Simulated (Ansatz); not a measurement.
For α-phase B, r²SCAN+rVV10 in Ansatz (PAW) gives:

| Item | Result |
|---|---|
| lattice constant a | 4.895 Å |
| c axis length | 12.505 Å |
| cohesive energy | 6.30 eV/atom |
| band gap | 1.61 eV |

Q: What does Hartree–Fock (Ansatz, an electronic-structure program, plane waves, PAW) give for the same quantities?

A: 
- lattice constant a: 4.948 Å (grows by 1.1 %)
- lattice parameter c: 12.604 Å (grows by 0.8 %)
- cohesive energy: 4.36 eV/atom (decreases by 1.94 eV/atom)
- band gap: 7.43 eV (grows by 5.82 eV)

For comparison: band gap 2.15 ± 0.02 eV (measured, temperature not stated, no zero-point or thermal correction, EELS, this work, our sources range from 2.00 to 2.40; as tabulated in Parakhonskiy et al. (2011), doi:10.1038/srep00096).

Changes are worked out from the printed values.

Unless a cell is named, each level is at its own relaxed cell (r²SCAN+rVV10 7.21, Hartree–Fock 7.42 Å³/atom).

Density-functional gaps are differences of (generalised) Kohn–Sham levels.

Ansatz's density-functional and Hartree–Fock values are scalar-relativistic unless marked +SOC, with PAW data made under PBE.
